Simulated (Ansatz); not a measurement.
A made-up structure of SiHSO (charge +1), closed shell:

```json
{"atom": "O1", "x (Å)": "0.3312", "y (Å)": "-0.3191", "z (Å)": "0.1952"}
{"atom": "Si2", "x (Å)": "-0.5983", "y (Å)": "0.4901", "z (Å)": "-0.7382"}
{"atom": "S3", "x (Å)": "1.4005", "y (Å)": "-1.2842", "z (Å)": "1.1169"}
{"atom": "H4", "x (Å)": "-1.5410", "y (Å)": "1.5467", "z (Å)": "-0.6318"}
```

It is relaxed with PBE-D4/def2-SVP and then PBE0-D4/def2-TZVP (Ansatz 0.2.0). Atoms count as bonded within 1.22 times the sum of their covalent radii (H–H: 0.88 Å). The end point is not checked to be a true minimum.

Question: Does its bonding change? (A judgement: the text doesn't fix the answer.)

Answer: By the calculation: No: no bond forms or breaks.

Where it ends: The first stage lowers the energy by 0.89 eV in 8 steps. It ends as SiHSO ([SiH][O][S]), total charge +1:
```xyz
4
angstrom
O 0.2666 -0.2536 0.1718
Si -0.5620 0.3686 -1.1036
S 1.1902 -1.0534 1.1184
H -1.3023 1.3720 -0.2444
```

Labels in which every atom is bracketed show which atoms are joined, not bond orders.

For scale, one of the runs: PBE0-D4/def2-TZVP relaxation, 111 basis functions, launched by `ansatz run in.yaml --threads 2 --pin off --events-out ev --progress --plain --max-ram 4352MiB`. Hardware: 2 CPU threads of an Arm Neoverse V2, shared host. Wall time about 10 s.
